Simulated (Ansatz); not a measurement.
Pyrite PtSb2 was calculated with PBE0 in Ansatz (PAW).

From the output:

```
WARN output.stress: scf.exx.energy_threshold = 1e-6 eV is looser than the 1.2e-7 eV advised for a stress under a hybrid functional (1e-8 eV for each atom of …
Crystal: 12 atoms, lattice volume = 267.090 Å³
Basis set: ecut = 460 eV, 6031 PW (Γ), exchange–correlation on 96×96×96 points (8 copies of the dense FFT grid, shifted against one another)
Bands: 116, of which v1, the nominal top of the filled ones, is band 96 counted from 1 (95 counted from 0)
Symmetry: 24 space group operations
Space group: Pa-3 (ITA 205), of the structure as read, at distance tolerance 6.4e-5 Å
k-points: 11 of 64
Functional: x = pbe(κ = 0.804, μ = 0.2195149727645171), c = pbe(β = 0.06672455060314922), warm-up for x = 0.75 pbe(κ = 0.804, μ = 0.2195149727645171) + 0.25 exact, c = pbe(β = 0.06672455060314922)
SCF iter   1: F=—  HF=-101973.387114 eV  |F-HF|=—  |Δ(HF+E_count)|=         —  Δρ=6.01e-3  dr2=1.33e-1
SCF iter   2: F=—  HF=-101973.371408 eV  |F-HF|=—  |Δ(HF+E_count)|=   1.57e-2  Δρ=2.77e-3  dr2=3.06e-2
  ...
SCF 1 converged in 8 iterations: F = -101973.367438 eV  dr2 = 1.95e-10
Crystal: 12 atoms, lattice volume = 267.090 Å³
Initial density: handed on by an earlier stage of this run
Functional: x = 0.75 pbe(κ = 0.804, μ = 0.2195149727645171) + 0.25 exact, c = pbe(β = 0.06672455060314922)
  ...
SCF 3 converged in 8 iterations: F = -102000.214958 eV  dr2 = 1.68e-11
Crystal: 12 atoms, lattice volume = 267.090 Å³
Crystal: 12 atoms, lattice volume = 267.090 Å³
SCF 5 converged in 8 iterations: F = -102000.235956 eV  dr2 = 5.39e-10
Crystal: 12 atoms, lattice volume = 267.090 Å³
SCF iter   1: F=—  HF=-102000.235956 eV  |F-HF|=—  |Δ(HF+E_count)|=         —  Δρ=1.50e-6  dr2=1.27e-9
SCF iter   2: F=-102000.235956 eV  HF=-102000.235956 eV  |F-HF|=1.60e-10  |Δ(HF+E_count)|=  1.46e-11  Δρ=8.04e-7  dr2=3.21e-10
SCF 6 converged in 2 iterations: F = -102000.235956 eV  dr2 = 3.21e-10
Free energy (F): -102000.235956 eV
Internal energy: -102000.235956 eV  (E = F + TS)
E sigma→0 (E₀):  -102000.235956 eV
Fermi energy:    14.490515 eV
--- Forces (eV/Å), atoms counted from 1 ---
  atom   1  Sb    -0.12342332     0.12342332    -0.12342332
  atom   2  Sb    -0.12342332    -0.12342332     0.12342332
  atom   3  Sb    -0.12342332    -0.12342332    -0.12342332
  atom   4  Sb     0.12342332     0.12342332     0.12342332
  atom   5  Sb     0.12342332    -0.12342332    -0.12342332
  atom   6  Sb     0.12342332     0.12342332    -0.12342332
  atom   7  Sb    -0.12342332     0.12342332     0.12342332
  atom   8  Sb     0.12342332    -0.12342332     0.12342332
  atom   9  Pt     0.00000000    -0.00000000     0.00000000
  atom  10  Pt     0.00000000    -0.00000000     0.00000000
  atom  11  Pt     0.00000000    -0.00000000     0.00000000
  atom  12  Pt     0.00000000    -0.00000000     0.00000000
--- Stress (GPa, compression-positive) ---
        1.249676      -0.000000       0.000000
       -0.000000       1.249676       0.000000
        0.000000       0.000000       1.249676
  P = ⅓ Tr σ = 1.2497 GPa (12.497 kbar)
```

Problem. Write an input file that could have produced this run (the log leaves some choices open).

Solution. Several could match; the one computed here: 
Ansatz 0.2 input:
```yaml
crystal:
  lattice:
    - [6.44, 0.0, 0.0]
    - [0.0, 6.44, 0.0]
    - [0.0, 0.0, 6.44]
  atoms:
    - { symbol: Sb, position: [0.6254377987, 0.8745622013, 0.1254377987] }
    - { symbol: Sb, position: [0.1254377987, 0.6254377987, 0.8745622013] }
    - { symbol: Sb, position: [0.6254377987, 0.6254377987, 0.6254377987] }
    - { symbol: Sb, position: [0.3745622013, 0.3745622013, 0.3745622013] }
    - { symbol: Sb, position: [0.8745622013, 0.1254377987, 0.6254377987] }
    - { symbol: Sb, position: [0.8745622013, 0.3745622013, 0.1254377987] }
    - { symbol: Sb, position: [0.1254377987, 0.8745622013, 0.3745622013] }
    - { symbol: Sb, position: [0.3745622013, 0.1254377987, 0.8745622013] }
    - { symbol: Pt, position: [0.0, 0.5, 0.5] }
    - { symbol: Pt, position: [0.5, 0.0, 0.5] }
    - { symbol: Pt, position: [0.0, 0.0, 0.0] }
    - { symbol: Pt, position: [0.5, 0.5, 0.0] }
basis:
  ecutwfc: 460
  ecutrho_ratio: 4
  xc_grid: 2
kpoints:
  mp_grid: { grid: [4, 4, 4] }
hamiltonian:
  xc: pbe0
  dispersion: none
  pseudopotentials: { kind: paw }
scf:
  occupations: { method: fermi_dirac, width: 0.01 }
  convergence: { dr2_threshold: 0.0000000012 }
output:
  forces: true
  stress: true
  eigenvalues: true
```

The PAW data were made under PBE.

Note: cell and atoms aren't relaxed at this level (largest force component 0.12 eV/Å, pressure 1.2 GPa).

It cost about 16 core-minutes (a rough figure) of CPU time.

Ansatz is a first-principles code.
